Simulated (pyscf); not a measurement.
Thermochemistry of product channels of H₂N–AlH₂ + HO–SiH₃ on the singlet surface, in eV, from ωB97M-D3(BJ)/def2-TZVP energies (ideal gas, 1 atm, RRHO with modes under 100 cm⁻¹ raised to 100, one conformer, R ln 2 for rigid chiral ones). Structures and frequencies: ωB97X-D3(BJ)/def2-SVP in PySCF.

| products | ΔE | ΔH(298 K) | ΔG(298 K) | ΔG(600 K) |
|---|---|---|---|---|
| NH₃ + H₂Al–O–SiH₃ | -0.67 | -0.63 | -0.64 | … |
| H₂N–AlH–O–SiH₃ + H₂ | … | -1.54 | -1.45 | -1.37 |

**Question.** What belongs in the gaps?

**Answer.** 
- NH₃ + H₂Al–O–SiH₃, ΔG(600 K): -0.65
- H₂N–AlH–O–SiH₃ + H₂, ΔE: -1.47

These are energies of the channels, which say nothing of barriers.
